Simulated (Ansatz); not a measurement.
## A correction line for B3LYP/cc-pVTZ: atomisation enthalpy at 298 K

The atomisation enthalpy at 298 K in kJ/mol of 7 N-containing molecules: x at B3LYP/cc-pVTZ, y from tabulated heats of molecules and atoms (Active Thermochemical Tables, NIST-JANAF tables). Shapes, held fixed at every level: PBE0-D4/def2-TZVP. Flexible molecules stand in one conformer, not always the lowest. Computed values hold a harmonic thermal term (PBE0-D4/def2-TZVP) and the atoms' spin-orbit lowering. Programs: Ansatz 0.2.0.

```
                  molecule  x (kJ/mol)  y (kJ/mol)
  NClO (nitrosyl chloride)         794         790
NF3 (nitrogen trifluoride)         852           ?
       N2O (nitrous oxide)        1133        1112
    HCN (hydrogen cyanide)        1276        1278
        HOCN (cyanic acid)        1667        1671
          N2H4 (hydrazine)        1732        1721
        CH3N (methanimine)        1760        1755
```

Task: Fit y = c + s·x to the known rows and predict y for NF3.

Result: 
1. Means of the 6 rows: x = 1393.67, y = 1387.8.
2. Σ(Δx)² = 764773, Σ(Δx·Δy) = 767951, so the slope is 767951/764773 = 1.0042.
3. Intercept: 1387.8 − (1.0042) × 1393.67 = -11.7. The largest residual of the fit is 14.
4. NF3: -11.7 + 1.0042 × 852 = 844 kJ/mol.

The tabulated heats give 843 kJ/mol, so the prediction is off by +1 kJ/mol, within the largest residual. Uncorrected, B3LYP/cc-pVTZ misses it by +9 kJ/mol, and the other rows by 8 on average. The line removes about 90 % of this miss. Left out in turn, the other rows are missed by 11 kJ/mol on average, worse than no correction.
